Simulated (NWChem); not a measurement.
**N2 (nitrogen): levels of theory compared**

Wanted: a comparison of 6 runs (B3LYP/6-31G*, M06-2X/def2-TZVPPD, SVWN5/def2-TZVPPD, revPBE/def2-TZVPPD, MP2/6-31G*) of N2 (nitrogen). 

The calculation is run with NWChem 7.3.0.

## Step 1: The system as given

N2: 2 atoms, total charge 0, spin state singlet. SMILES: `N#N`. Geometry: relaxed at PBE0-D4/def2-TZVP.

Bond lengths: N1–N2 1.090 Å.

## Step 2: Energy and gradient at B3LYP/6-31G(d) (Cartesian functions) (run 1)

n2.nw reads:

```
start n2
title "N2 gradient"
memory 2200 mb

geometry units angstrom noautosym nocenter noautoz
 N      0.465500    -0.150300     0.239800
 N     -0.465500     0.150300    -0.239800
end

basis "ao basis"
 * library 6-31G*
end

dft
 xc b3lyp
 mult 1
 grid xfine
 convergence energy 1e-08
 iterations 100
 mulliken
 print low
end

task dft gradient
```

Command:

```console
nwchem n2.nw > n2.out
```

Standard output:

```text
[...]
 d= 0,ls=0.0,diis     1   -109.5052933174 -1.33D+02  1.29D-02  2.24D-01     0.2
[...]
 d= 0,ls=0.0,diis     6   -109.5233759747 -4.24D-10  9.50D-08  1.86D-11     0.9
         Total DFT energy =     -109.523375974691
      One electron energy =     -194.818353993160
           Coulomb energy =       75.193874921714
    Exchange-Corr. energy =      -13.697240396468
 Nuclear repulsion energy =       23.798343493223
[...]
      Total Density - Mulliken Population Analysis
     ---------------------------------------------
    Atom       Charge   Shell Charges
 -----------   ------   -------------------------------------------------------
    1 N    7     7.00   1.99  0.89  2.25  0.98  0.88  0.01
    2 N    7     7.00   1.99  0.89  2.25  0.98  0.88  0.01
[...]
                         DFT ENERGY GRADIENTS
    atom               coordinates                        gradient
                 x          y          z           x          y          z
   1 N       0.879667  -0.284026   0.453156   -0.043602   0.014078  -0.022462
   2 N      -0.879667   0.284026  -0.453156    0.043602  -0.014078   0.022462
 Task  times  cpu:        1.0s     wall:        1.0s
 Total times  cpu:        1.0s     wall:        1.0s
```

It took 1.5 s on 1 thread of Intel Xeon 6975P-C (Granite Rapids), shared host; peak memory 0.11 GiB.

## Step 3: Energy and gradient at B3LYP/6-31G(d) (spherical functions) (run 2)

n2.nw reads:

```
start n2
title "N2"
memory stack 880 mb heap 220 mb global 1100 mb
geometry units angstrom noautosym nocenter noautoz
 N     0.465500   -0.150300    0.239800
 N    -0.465500    0.150300   -0.239800
end
basis spherical bse
 * library 6-31G*
end
dft
 xc b3lyp
 grid xfine
 convergence energy 1e-08
 iterations 100
 mulliken
end
task dft gradient
```

Command:

```console
nwchem n2.nw > n2.out
```

Standard output:

```text
[...]
          Wavefunction type:  closed shell.
          No. of atoms     :     2
          No. of electrons :    14
[...]
          Charge           :     0
          Spin multiplicity:     1
[...]
          AO basis - number of functions:    28
[...]
              XC Information
              --------------
                         B3LYP Method XC Potential
                     Hartree-Fock (Exact) Exchange  0.200
                        Slater Exchange Functional  0.800 local
                    Becke 1988 Exchange Functional  0.720 non-local
              Lee-Yang-Parr Correlation Functional  0.810
                  VWN I RPA Correlation Functional  0.190 local
[...]
 d= 0,ls=0.0,diis     1   -109.5030287744 -1.33D+02  1.14D-02  1.65D-01     0.2
[...]
 d= 0,ls=0.0,diis     6   -109.5199824368 -1.16D-10  6.47D-08  7.65D-12     0.8
         Total DFT energy =     -109.519982436831
      One electron energy =     -194.833183200223
           Coulomb energy =       75.228294645202
    Exchange-Corr. energy =      -13.713437375033
 Nuclear repulsion energy =       23.798343493223
[...]
      Total Density - Mulliken Population Analysis
     ---------------------------------------------
    Atom       Charge   Shell Charges
 -----------   ------   -------------------------------------------------------
    1 N    7     7.00   2.00  0.88  2.25  0.91  0.90  0.06
    2 N    7     7.00   2.00  0.88  2.25  0.91  0.90  0.06
[...]
  wavefunction    = closed shell
                         DFT ENERGY GRADIENTS
    atom               coordinates                        gradient
                 x          y          z           x          y          z
   1 N       0.879667  -0.284026   0.453156   -0.043052   0.013901  -0.022178
   2 N      -0.879667   0.284026  -0.453156    0.043052  -0.013901   0.022178
[...]
```

Run time: 1.5 s. Hardware: 1 thread of Intel Xeon 6975P-C (Granite Rapids), shared host; peak memory 0.11 GiB.

Runs 3 to 5 aren't shown in full; the table further down has their settings and results.

## Step 4: Energy and forces at MP2/6-31G(d) (spherical functions) (run 6)

run.py reads:

```python
from ase import Atoms
from ase.calculators.nwchem import NWChem

system = Atoms(['N', 'N'], positions=[
    [0.465500, -0.150300, 0.239800],
    [-0.465500, 0.150300, -0.239800],
])

calc = NWChem(
    label='mymol',
    theory='mp2',
    memory='2200 mb',
    basis='6-31G*',
    basispar='spherical bse',
    scf={'nopen': '0', 'rhf': None, 'thresh': '1e-08', 'maxiter': '80'},
    mp2={'freeze': 'core 2', 'tight': None},
)
system.calc = calc

forces = system.get_forces()
print(f"energy = {system.get_potential_energy():.6f} eV")
print("forces (eV/A):")
for s, f in zip(system.symbols, forces):
    print(f"{s:2s} {f[0]:10.5f} {f[1]:10.5f} {f[2]:10.5f}")
```

Command:

```console
export ASE_NWCHEM_COMMAND="nwchem PREFIX.nwi > PREFIX.nwo"
python run.py
```

Standard output:

```text
energy = -2972.723054 eV
forces (eV/A):
N     5.12231   -1.65389    2.63872
N    -5.12231    1.65389   -2.63872
```

The calculator wrote mymol.nwi:

```
title "mymol"

permanent_dir mymol

scratch_dir mymol

start mymol

geometry units angstrom nocenter noautosym noautoz
  N  4.6550000000000002e-01 -1.5029999999999999e-01 2.3980000000000001e-01
  N  -4.6550000000000002e-01 1.5029999999999999e-01 -2.3980000000000001e-01
end

memory 2200 mb

basis spherical bse noprint
   * library 6-31G*
end

scf
  nopen 0
  rhf
  thresh 1e-08
  maxiter 80
end
mp2
  freeze core 2
  tight
end

task mp2 gradient
```

mymol.nwo:

```text
Northwest Computational Chemistry Package (NWChem) 7.3.0
             --------------------------------------------------------

           Job information
           ---------------

    nwchem branch   = 7.3.0
    use scalapack   = T
    input           = mymol.nwi
    prefix          = mymol.
    data base       = mymol/mymol.db
    status          = startup
    nproc           =        1

           Memory information
           ------------------

    heap     =     72089598 doubles =      550.0 Mbytes
    stack    =     72089595 doubles =      550.0 Mbytes
    global   =    144179200 doubles =     1100.0 Mbytes (distinct from heap & stack)
    total    =    288358393 doubles =     2200.0 Mbytes
    verify   = yes
    hardfail = no

[... 32 lines left out ...]
            Nuclear Dipole moment (a.u.)
[... 56 lines left out ...]
 1-e energy   =    -194.206931
[... 7 lines left out ...]
         Quadratically convergent ROHF
[... 3 lines left out ...]
 Final Fock-matrix accuracy:          1.000E-10
[... 13 lines left out ...]
         Total SCF energy =   -108.942733120273
[... 1 line left out ...]
      Two-electron energy =     61.753257346421
[... 4 lines left out ...]
             Final eigenvalues
[... 258 lines left out ...]
 CPHF converged to   1.8D-07 in    7 iters
[... 11 lines left out ...]
 MP2 RHF      natural orbital occupation numbers
[... 31 lines left out ...]
  MP2 natural orbitals output to mymol/mymol.mp2nos

                         mp2 ENERGY GRADIENTS

    atom               coordinates                        gradient
                 x          y          z           x          y          z
   1 N       0.879667  -0.284026   0.453156   -0.099613   0.032163  -0.051315
   2 N      -0.879667   0.284026  -0.453156    0.099613  -0.032163   0.051315

                 ----------------------------------------
                 |  Time  |  1-e(secs)   |  2-e(secs)   |
                 ----------------------------------------
                 |  CPU   |       0.00   |       0.03   |
                 ----------------------------------------
                 |  WALL  |       0.00   |       0.03   |
                 ----------------------------------------
 -----------------------
 Task  times  cpu:        0.7s     wall:        0.7s
 Total times  cpu:        0.7s     wall:        0.7s
```

Wall time 1.6 s (1 thread of Intel Xeon 6975P-C (Granite Rapids), shared host); peak memory 0.1 GiB.

## Step 5: The series

| run | level | Cartesian functions | integration grid | energy (Eh) | largest force (eV/Å) | wall time |
| --- | --- | --- | --- | --- | --- | --- |
| 1 | B3LYP/6-31G* (Cartesian functions) | yes | xfine | -109.523376 | 2.624 | 1.5 s |
| 2 | B3LYP/6-31G* (spherical functions) | no | xfine | -109.519982 | 2.591 | 1.5 s |
| 3 | M06-2X/def2-TZVPPD | no | xfine | -109.536344 | 0.572 | 6.6 s |
| 4 | SVWN5/def2-TZVPPD | no | xfine | -108.691426 | 0.899 | 3.6 s |
| 5 | revPBE/def2-TZVPPD | no | xfine | -109.548285 | 2.387 | 5.7 s |
| 6 | MP2/6-31G* (spherical functions) | no | – | -109.245558 | 5.995 | 1.6 s |

## Step 6: What came out

| quantity | value |
| --- | --- |
| run 6: total energy | -109.24556 Eh |
| run 6: dipole moment (of the density that the program reports) | 0.00 D |
| run 6: HOMO energy (Hartree–Fock orbitals) | -16.73 eV |
| run 6: LUMO energy (Hartree–Fock orbitals) | 4.77 eV |
| run 6: HOMO–LUMO gap (Hartree–Fock orbitals) | 21.50 eV |
| run 6: correlation energy (2 core orbitals frozen) | -302.8 mEh |
| run 6: largest force on an atom | 5.995 eV/Å |

In words: Over runs 2, 4, 5 the HOMO–LUMO gap runs from 8.33 eV (SVWN5/def2-TZVPPD) to 11.17 eV (B3LYP/6-31G*). The two ends differ in method and basis. Totals of different functionals can't be ranked against each other. All runs together took 21 s, the longest 6.6 s.
